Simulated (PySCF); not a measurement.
# SiH2Cl2 (dichlorosilane (DCS)) at CCSDTQ/STO-6G

Aim: the energy change on altering one bond length of SiH2Cl2 (dichlorosilane (DCS)) at CCSDTQ/STO-6G, from 2 runs. Input form: a Python script.

Program for the calculation: PySCF 2.14.0.

11 further runs of the same task are left out: 11 set aside as unsound or not needed.

## (1) Starting point

SiH2Cl2 has 5 atoms, charge 0, and is taken as a singlet. SMILES: `Cl[SiH2]Cl`. The coordinates come from a PBE0-D4/def2-TZVP relaxation.

Bond lengths: Cl1–Si2 2.040 Å, Si2–Cl3 2.040 Å, Si2–H4 1.476 Å, Si2–H5 1.476 Å. Angles: Cl1–Si2–Cl3 110.1°, Cl1–Si2–H4 108.5°, Cl1–Si2–H5 108.5°, Cl3–Si2–H4 108.5°, Cl3–Si2–H5 108.5°, H4–Si2–H5 112.7°.

## (2) A single-point energy at CCSDTQ/STO-6G

run.py

```python
from pyscf import gto, cc

mol = gto.M(
    atom='''
Cl    -1.957945    -0.743418     3.041136
Si     0.258515    -0.135493    -0.054613
Cl    -1.510269     2.261624    -2.501997
H      0.665184    -2.574185    -1.343973
H      2.639003     1.051822     0.781213
''',
    max_memory=1860,
    spin=0,
    unit='bohr',
    verbose=3,
    basis='sto-6g',
)

hf = mol.RHF()
hf.conv_tol = 1e-10
hf.kernel()
if not hf.converged:
    hf = hf.newton().run(hf.mo_coeff, hf.mo_occ)

mycc = cc.CCSDTQ(hf, frozen=15)
mycc.kernel()
energy = mycc.e_tot
print('Final energy', energy)
```

Command:

```
$ OMP_NUM_THREADS=1 python run.py
```

The log of the run:

```text
converged SCF energy = -1205.1359983372
_make_eris_incore_RCCSDTQ
RCCSDTQ converged
E(RCCSDTQ) = -1205.200257796232   E_corr = -0.06425945903236965
E_corr(same-spin) = -0.00379706088886179
E_corr(oppo-spin) = -0.0604623981435079
Final energy -1205.2002577962319
```

Wall time 17 s (1 thread of Arm Neoverse V2, shared host); peak memory 0.16 GiB.

## (3) The distorted shape at the same level

input.py

```python
from pyscf import gto, scf, cc

mol = gto.Mole()
mol.atom = '''
Cl    -0.542905    -2.661129     4.999063
Si     1.673555    -2.053204     1.903313
Cl    -1.510269     2.261624    -2.501997
H      2.080224    -4.491896     0.613953
H      4.054043    -0.865890     2.739139
'''
mol.verbose = 4
mol.unit = 'bohr'
mol.basis = 'sto-6g'
mol.max_memory = 1860
mol.spin = 0
mol.build()

calc0 = scf.RHF(mol)
calc0.conv_tol = 1e-10
calc0.kernel()
if not calc0.converged:
    calc0 = calc0.newton().run(calc0.mo_coeff, calc0.mo_occ)

mycc = cc.CCSDTQ(calc0, frozen=15)
mycc.kernel()
e_final = mycc.e_tot
print('E = %.10f Eh' % e_final)
```

Command:

```
$ OMP_NUM_THREADS=1 python input.py
```

The log of the run:

```text
PySCF version 2.14.0

[INPUT] num. atoms = 5
[INPUT] num. electrons = 50
[INPUT] charge = 0
[INPUT] spin (= nelec alpha-beta = 2S) = 0
[INPUT] symmetry False subgroup None
[INPUT] Mole.unit = bohr
[INPUT] Symbol           X                Y                Z      unit          X                Y                Z       unit  Magmom
[INPUT]  1 Cl    -0.287292953695  -1.408208822118   2.645390215553 AA   -0.542905000000  -2.661129000000   4.999063000000 Bohr   0.0
[INPUT]  2 Si     0.885607167221  -1.086508766170   1.007189864848 AA    1.673555000000  -2.053204000000   1.903313000000 Bohr   0.0
[INPUT]  3 Cl    -0.799199937159   1.196799880470  -1.323999794190 AA   -1.510269000000   2.261624000000  -2.501997000000 Bohr   0.0
[INPUT]  4 H      1.100807134409  -2.377008997023   0.324889936176 AA    2.080224000000  -4.491896000000   0.613953000000 Bohr   0.0
[INPUT]  5 H      2.145307167690  -0.458209255164   1.449489936342 AA    4.054043000000  -0.865890000000   2.739139000000 Bohr   0.0

nuclear repulsion = 148.685498964826
number of shells = 17
number of NR pGTOs = 174
number of NR cGTOs = 29
basis = sto-6g
ecp = {}

******** <class 'pyscf.scf.hf.RHF'> ********
method = RHF
initial guess = minao
damping factor = 0
level_shift factor = 0
DIIS = <class 'pyscf.scf.diis.CDIIS'>
diis_start_cycle = 1
diis_space = 8
diis_damp = 0
SCF conv_tol = 1e-10
SCF conv_tol_grad = None
SCF max_cycles = 50
direct_scf = True
direct_scf_tol = 1e-13
Set gradient conv threshold to 1e-05
Initial guess from minao.
init E= -1203.96071916714
  HOMO = -0.395844159980226  LUMO = -0.0778415417506973  gap/eV = 8.65329
cycle= 1 E= -1204.79029713637  delta_E= -0.83  |g|= 0.304  |ddm|= 2.27
  HOMO = -0.11774913884218  LUMO = -0.0993617500411844  gap/eV = 0.50035
cycle= 2 E= -1204.76906186057  delta_E= 0.0212  |g|= 0.389  |ddm|= 2.63
  HOMO = -0.210898037979424  LUMO = -0.0529630852098276  gap/eV = 4.29763
cycle= 3 E= -1204.8939205952  delta_E= -0.125  |g|= 0.0572  |ddm|=  1.6
  HOMO = -0.215491059176975  LUMO = -0.0223520187697966  gap/eV = 5.25558
cycle= 4 E= -1204.89883408974  delta_E= -0.00491  |g|= 0.0107  |ddm|= 0.301
  HOMO = -0.229758997994499  LUMO = -0.0154851020229134  gap/eV = 5.83069
cycle= 5 E= -1204.89895353091  delta_E= -0.000119  |g|= 0.00225  |ddm|= 0.0442
  HOMO = -0.227547359014874  LUMO = -0.0175220570140977  gap/eV = 5.71508
cycle= 6 E= -1204.89896132478  delta_E= -7.79e-06  |g|= 0.000861  |ddm|= 0.0126
  HOMO = -0.227151973881283  LUMO = -0.0175977318705168  gap/eV = 5.70226
cycle= 7 E= -1204.89896221197  delta_E= -8.87e-07  |g|= 0.000106  |ddm|= 0.00379
  HOMO = -0.227215451087518  LUMO = -0.0175522406925862  gap/eV = 5.70523
cycle= 8 E= -1204.89896223728  delta_E= -2.53e-08  |g|= 4.99e-05  |ddm|= 0.000649
  HOMO = -0.227234097996576  LUMO = -0.0175432415513751  gap/eV = 5.70598
cycle= 9 E= -1204.89896225078  delta_E= -1.35e-08  |g|= 3.76e-05  |ddm|= 0.00054
  HOMO = -0.227223473527884  LUMO = -0.0175489179561013  gap/eV = 5.70554
cycle= 10 E= -1204.89896226891  delta_E= -1.81e-08  |g|= 9.68e-06  |ddm|= 0.00139
  HOMO = -0.227227339680774  LUMO = -0.0175465738664567  gap/eV = 5.70570
cycle= 11 E= -1204.89896226977  delta_E= -8.6e-10  |g|= 1.8e-06  |ddm|= 0.000344
  HOMO = -0.227227860808204  LUMO = -0.0175466203253394  gap/eV = 5.70572
cycle= 12 E= -1204.89896226978  delta_E= -3.41e-12  |g|= 3.12e-07  |ddm|= 2.44e-05
  HOMO = -0.22722781050534  LUMO = -0.0175465909237674  gap/eV = 5.70572
Extra cycle  E= -1204.89896226978  delta_E= -1.14e-12  |g|= 1.53e-07  |ddm|= 1.05e-06
converged SCF energy = -1204.89896226978

******** <class 'pyscf.cc.rccsdtq.RCCSDTQ'> ********
RCCSDTQ nocc = 10, nmo = 14
Allocating only the i<=j<=k<=l part of the T4 amplitude in memory
frozen orbitals 15
max_cycle = 50
conv_tol = 1e-07
conv_tol_normt = 1e-06
diis with the T4 amplitude
diis_space = 6
diis_start_cycle = 0
diis_start_energy_diff = 1e+09
einsum_backend: numpy
_make_eris_incore_RCCSDTQ
blksize  4
Approximate memory usage estimate
    Symmetrized T4 memory     220 KB
    ERIs memory               300 KB
    T1-ERIs memory            300 KB
    Intermediates memory      400 KB
Init t2, MP2 energy = -1204.985181682291  E_corr(MP2) -0.086219412513
Init E_corr(RCCSDTQ) = -0.0862194125134182
cycle =  1  E_corr(RCCSDTQ) = -0.092424856533  dE = -6.205444020021e-03  norm(d tamps) = 2.51049223e-01
cycle =  2  E_corr(RCCSDTQ) = -0.132750930258  dE = -4.032607372501e-02  norm(d tamps) = 2.53889610e-01
cycle =  3  E_corr(RCCSDTQ) = -0.123263314094  dE =  9.487616164432e-03  norm(d tamps) = 2.04058927e-01
cycle =  4  E_corr(RCCSDTQ) = -0.151145338867  dE = -2.788202477302e-02  norm(d tamps) = 1.16785591e-01
cycle =  5  E_corr(RCCSDTQ) = -0.146749617047  dE =  4.395721820096e-03  norm(d tamps) = 4.42673496e-02
cycle =  6  E_corr(RCCSDTQ) = -0.145946955387  dE =  8.026616597922e-04  norm(d tamps) = 1.14277625e-02
cycle =  7  E_corr(RCCSDTQ) = -0.146509043329  dE = -5.620879418580e-04  norm(d tamps) = 1.18774696e-02
cycle =  8  E_corr(RCCSDTQ) = -0.147147904281  dE = -6.388609524369e-04  norm(d tamps) = 5.19193746e-03
cycle =  9  E_corr(RCCSDTQ) = -0.147037109742  dE =  1.107945395865e-04  norm(d tamps) = 2.03859257e-03
cycle = 10  E_corr(RCCSDTQ) = -0.147035803866  dE =  1.305875733576e-06  norm(d tamps) = 7.48104548e-04
cycle = 11  E_corr(RCCSDTQ) = -0.147031403841  dE =  4.400025048784e-06  norm(d tamps) = 5.57079757e-04
cycle = 12  E_corr(RCCSDTQ) = -0.147033441838  dE = -2.037997434950e-06  norm(d tamps) = 4.86531466e-04
cycle = 13  E_corr(RCCSDTQ) = -0.147032591918  dE =  8.499209778468e-07  norm(d tamps) = 4.46104281e-04
cycle = 14  E_corr(RCCSDTQ) = -0.147033839058  dE = -1.247140949262e-06  norm(d tamps) = 4.26843610e-04
cycle = 15  E_corr(RCCSDTQ) = -0.147029570538  dE =  4.268520480938e-06  norm(d tamps) = 4.22045356e-04
cycle = 16  E_corr(RCCSDTQ) = -0.147030962894  dE = -1.392355565594e-06  norm(d tamps) = 4.12139716e-04
cycle = 17  E_corr(RCCSDTQ) = -0.147032290965  dE = -1.328071078083e-06  norm(d tamps) = 3.94378852e-04
cycle = 18  E_corr(RCCSDTQ) = -0.147023889773  dE =  8.401191315982e-06  norm(d tamps) = 3.53350721e-04
cycle = 19  E_corr(RCCSDTQ) = -0.147024174495  dE = -2.847212061119e-07  norm(d tamps) = 2.97141325e-04
cycle = 20  E_corr(RCCSDTQ) = -0.147029432788  dE = -5.258293362537e-06  norm(d tamps) = 2.50113362e-04
cycle = 21  E_corr(RCCSDTQ) = -0.147029470361  dE = -3.757291822115e-08  norm(d tamps) = 1.70876689e-04
cycle = 22  E_corr(RCCSDTQ) = -0.147027685163  dE =  1.785197539267e-06  norm(d tamps) = 1.66213739e-04
cycle = 23  E_corr(RCCSDTQ) = -0.147032364689  dE = -4.679525901885e-06  norm(d tamps) = 8.93172710e-05
cycle = 24  E_corr(RCCSDTQ) = -0.147033867906  dE = -1.503216635945e-06  norm(d tamps) = 5.05052091e-05
cycle = 25  E_corr(RCCSDTQ) = -0.147033189145  dE =  6.787603215597e-07  norm(d tamps) = 3.77513118e-05
cycle = 26  E_corr(RCCSDTQ) = -0.147033694739  dE = -5.055937113418e-07  norm(d tamps) = 2.13321669e-05
cycle = 27  E_corr(RCCSDTQ) = -0.147034449668  dE = -7.549283174701e-07  norm(d tamps) = 1.91956199e-05
cycle = 28  E_corr(RCCSDTQ) = -0.147034554996  dE = -1.053281721286e-07  norm(d tamps) = 1.54645340e-05
cycle = 29  E_corr(RCCSDTQ) = -0.147034323292  dE =  2.317034749066e-07  norm(d tamps) = 1.32621300e-05
cycle = 30  E_corr(RCCSDTQ) = -0.147034711751  dE = -3.884591185943e-07  norm(d tamps) = 1.18822619e-05
cycle = 31  E_corr(RCCSDTQ) = -0.147034683139  dE =  2.861205991578e-08  norm(d tamps) = 9.77607325e-06
cycle = 32  E_corr(RCCSDTQ) = -0.147034324419  dE =  3.587199658983e-07  norm(d tamps) = 8.55037808e-06
cycle = 33  E_corr(RCCSDTQ) = -0.147034529574  dE = -2.051547681736e-07  norm(d tamps) = 8.35679180e-06
cycle = 34  E_corr(RCCSDTQ) = -0.147034523850  dE =  5.723839763272e-09  norm(d tamps) = 5.82874828e-06
cycle = 35  E_corr(RCCSDTQ) = -0.147034406638  dE =  1.172118920256e-07  norm(d tamps) = 2.95252958e-06
cycle = 36  E_corr(RCCSDTQ) = -0.147034351176  dE =  5.546246564792e-08  norm(d tamps) = 1.67439622e-06
cycle = 37  E_corr(RCCSDTQ) = -0.147034410356  dE = -5.918007034422e-08  norm(d tamps) = 1.42402227e-06
cycle = 38  E_corr(RCCSDTQ) = -0.147034383890  dE =  2.646625169023e-08  norm(d tamps) = 7.01376172e-07
RCCSDTQ converged
E(RCCSDTQ) = -1205.045996653667   E_corr = -0.1470343838896898
E_corr(same-spin) = -0.00357169538873101
E_corr(oppo-spin) = -0.143462688500959
E = -1205.0459966537 Eh
```

Wall time 51 s (1 thread of Arm Neoverse V2, shared host); peak memory 0.14 GiB.

## (4) Results

At CCSDTQ/STO-6G, 15 core orbitals frozen:

```
                                                           quantity           value
                                          first shape: total energy  -1205.20026 Eh
                  first shape: dipole moment (Hartree–Fock density)          2.96 D
                   first shape: HOMO energy (Hartree–Fock orbitals)       -10.81 eV
                   first shape: LUMO energy (Hartree–Fock orbitals)         7.92 eV
                 first shape: HOMO–LUMO gap (Hartree–Fock orbitals)        18.73 eV
          first shape: correlation energy (15 core orbitals frozen)       -64.3 mEh
                                         first shape: T1 diagnostic           0.005
                                      distorted shape: total energy  -1205.04600 Eh
              distorted shape: dipole moment (Hartree–Fock density)          7.78 D
               distorted shape: HOMO energy (Hartree–Fock orbitals)        -6.18 eV
               distorted shape: LUMO energy (Hartree–Fock orbitals)        -0.48 eV
             distorted shape: HOMO–LUMO gap (Hartree–Fock orbitals)         5.71 eV
      distorted shape: correlation energy (15 core orbitals frozen)      -147.0 mEh
                                     distorted shape: T1 diagnostic           0.089
energy change with the Si2–Cl3 bond stretched from 2.040 to 3.672 Å        4.198 eV
```

With the Si2–Cl3 bond stretched from 2.040 to 3.672 Å the energy rises by 4.20 eV (405 kJ/mol). The first shape isn't relaxed at this level, so the change isn't measured from a minimum. The minimal basis adds a large error of its own. Mulliken charges (first shape) of the mean-field density run from -0.36 on Cl1 to +0.93 on Si2.
